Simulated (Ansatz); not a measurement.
# CH4LiSi: the cost of one run

Method: UKS PBE-D4/6-31G, in Ansatz 0.2.0.

## (1) The structure to begin with

Bond lengths: Li1–Si2 2.428 Å, Si2–C3 1.923 Å, Si2–H4 1.487 Å, C3–H5 1.091 Å, C3–H6 1.094 Å, C3–H7 1.087 Å. Angles: Li1–Si2–C3 99.1°, Li1–Si2–H4 145.5°, C3–Si2–H4 99.6°, Si2–C3–H5 111.5°, Si2–C3–H6 110.7°, Si2–C3–H7 112.5°, H5–C3–H6 107.3°, H5–C3–H7 107.2°, H6–C3–H7 107.3°.

As a file:

```xyz
7

Li   -2.7165   -0.2617   -0.0623
Si   -0.4479   -1.0961    0.1694
C     0.5008    0.5747    0.0864
H     0.5896   -1.9997   -0.3949
H     0.7623    0.8356   -0.9407
H    -0.1130    1.3890    0.4829
H     1.4249    0.5582    0.6592
```

## (2) Relaxing end A

The input, input.yaml:

```yaml
crystal:
  periodic: [false, false, false]
  atoms:
    - { symbol: Li, position_ang: [-2.71649, -0.2617, -0.06229] }
    - { symbol: Si, position_ang: [-0.44792, -1.09613, 0.16942] }
    - { symbol: C, position_ang: [0.50075, 0.5747, 0.08636] }
    - { symbol: H, position_ang: [0.58955, -1.99969, -0.39493] }
    - { symbol: H, position_ang: [0.76228, 0.8356, -0.94066] }
    - { symbol: H, position_ang: [-0.11304, 1.38904, 0.48292] }
    - { symbol: H, position_ang: [1.42486, 0.55818, 0.65917] }
magnetization:
  spin_polarized: true
  initial_magnetization: 1
basis:
  gaussian: { orbitals: "6-31G" }
hamiltonian:
  xc: pbe
  dispersion: d4
relax:
  f_tol: 0.015
  max_steps: 40
output:
  orbitals: {}
```

Launch:

```sh
ansatz run input.yaml --threads 1 --pin off --max-ram 2048MiB --backend cpu --events-out ev --progress --plain --runs-dir out
```

**Question.** How long does this run take on 1 thread of Arm Neoverse V1, shared host, and how much memory does it need?

About 30 s, with a peak of 0.14 GiB.
